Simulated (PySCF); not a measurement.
Saddle point of BH₃S₂, singlet (BH₃S₂ ([SH][BH][SH]) → BHS ([BH][S]) + H₂S; bonds formed: S2–H4; bonds broken: B1–S2, S3–H4), PBE0-D4/def2-TZVP structure:

B1  (-0.617, -0.012, -0.588)
S2  (0.756, -0.870, 0.582)
S3  (0.066, 1.461, -1.115)
H4  (1.176, 0.475, 0.109)
H5  (-1.629, -0.618, -0.737)
H6  (0.246, -0.436, 1.750)
(Å)

Energies are electronic, without zero-point energy. Barriers and step energies count from the start structure reached by relaxing down the imaginary mode; all methods use the PBE0-D4 structures, on which another method's saddle can fall below an end. PySCF 2.14 with density fitting (its default auxiliary sets; JK sets also for MP2 and CCSD(T)); basis: def2-TZVPP, with def2-QZVPP for the basis limit; cores frozen in the correlated methods. B3LYP uses VWN-RPA correlation. Extrapolation: Hartree–Fock as exp(−7.88 √X), correlation as X^−2.97.

```csv
method,barrier (kcal/mol),step energy (kcal/mol)
SPW92,37.07,38.01
PBE-D4,39.51,32.26
r2SCAN-D4,?,32.17
PBE0-D4,?,33.79
B3LYP-D4,45.11,29.09
BHLYP-D4,50.31,30.84
wB97M-V,46.25,29.83
HF,58.70,27.24
MP2,?,28.44
CCSD,48.82,28.39
CCSD(T),45.82,27.86
```

(1) Fill in the withheld barriers. (Judge from chemistry; the value comes from the calculation.)

No T1 diagnostic of these runs exceeds 0.019.

Answers

(1) By the calculation: PBE0-D4 43.73; MP2 44.16; r2SCAN-D4 42.93 kcal/mol. Each is the energy of the saddle less that of the start structure, by the same method.

For comparison, the barrier by CCSD(T) at an estimated basis limit (MP2 extrapolated from triple and quadruple zeta, plus CCSD(T) − MP2 in triple zeta) is 44.54 kcal/mol.

Labels in which every atom is bracketed show which atoms are joined, not bond orders.

For scale, one of the runs: CCSD(T)/def2-TZVPP, 157 basis functions, launched by `OMP_NUM_THREADS=4 python run.py`. Time: 92 s of wall clock on 4 CPU threads of an Arm Neoverse V2; the host was shared. Peak host memory: 0.99 GiB.
